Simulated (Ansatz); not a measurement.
# Zn, hcp: how the functional moves the structure

All rows: Ansatz, plane waves with scalar-relativistic PAW, 420 eV (500 eV for the SCAN forms), relaxed under each functional, no dispersion correction, no zero-point motion. B₀ comes from uniform scaling at fixed shape; a dash is a value not given.

The measured cell (COD entry 9008522) has a = 2.665 Å, c = 4.947 Å (c/a = 1.856), 15.21 Å³/atom.

```tsv
functional	V (Å³/atom)	cell	B₀ (GPa)	magnetic state
PBE	15.15	a = 2.656 Å, c = 4.962 Å (c/a = 1.869)	74	spin not included
r²SCAN	14.37	a = 2.619 Å, c = 4.839 Å (c/a = 1.848)	92	spin not included
PBEsol	14.15	a = 2.609 Å, c = 4.800 Å (c/a = 1.839)	93	spin not included
LDA	13.56	a = 2.571 Å, c = 4.736 Å (c/a = 1.842)	106	spin not included
revPBE	15.66	a = 2.681 Å, c = 5.031 Å (c/a = 1.876)	66	spin not included
RPBE	15.86	a = 2.691 Å, c = 5.058 Å (c/a = 1.879)	63	spin not included
```

LDA gives the smallest volume and RPBE the largest.
